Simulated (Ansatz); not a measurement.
Reaction (homolysis of the C–Cl bond): `FC(Cl)(Cl)Cl` → `F[C](Cl)Cl`• + Cl•

Computed with Ansatz on PBE0-D4/def2-TZVP structures; ΔE is electronic, products minus reactants. CCSD(T)/CBS adds triple-zeta CCSD(T) − MP2 to the extrapolated MP2 energy (def2 sets, frozen cores). This one scheme is used for every species, atoms too. DFT in def2-TZVPP. B3LYP here is the variant with VWN-RPA as its local correlation; programs differ in this. No spin–orbit coupling; open shells (•) take unrestricted orbitals. Spin–orbit coupling would lower the free atoms: a little for Cl.

CCSD(T)/CBS gives +324.9 kJ/mol.

Task: Another level gave +298.4 kJ/mol. Which?
A. r2SCAN0-D4/def2-TZVPP
B. PBE0-D4/def2-TZVPP
C. B2PLYP/def2-TZVPP
D. B3LYP/def2-TZVPP

Result: C. B2PLYP 298.4, PBE0-D4 311.0, B3LYP 283.1, r2SCAN0-D4 292.9 kJ/mol.

Largest T1 diagnostic among the species: 0.015.

The D4 term adds +12.7 kJ/mol with B3LYP and +6.4 kJ/mol with PBE0; it sums over pairs of atoms, weighted by their polarisabilities, and B3LYP, whose exchange is more repulsive, gets the larger term. In def2-TZVPP, CCSD(T) changes the Hartree–Fock value by +138.3 kJ/mol (the triples alone add +15.5 kJ/mol) and MP2 by +168.1 kJ/mol; breaking electron pairs costs correlation energy, which Hartree–Fock lacks. From r2SCAN to r2SCAN0 (25 % exact exchange), in def2-TZVPP and without D4, ΔE moves by −11.8 kJ/mol: exact exchange takes away binding that semilocal exchange gives to molecules.

CCSD(T)/CBS has its own doubt, a few kJ/mol and more with outer-core shells, so smaller differences from it don't rank the levels.
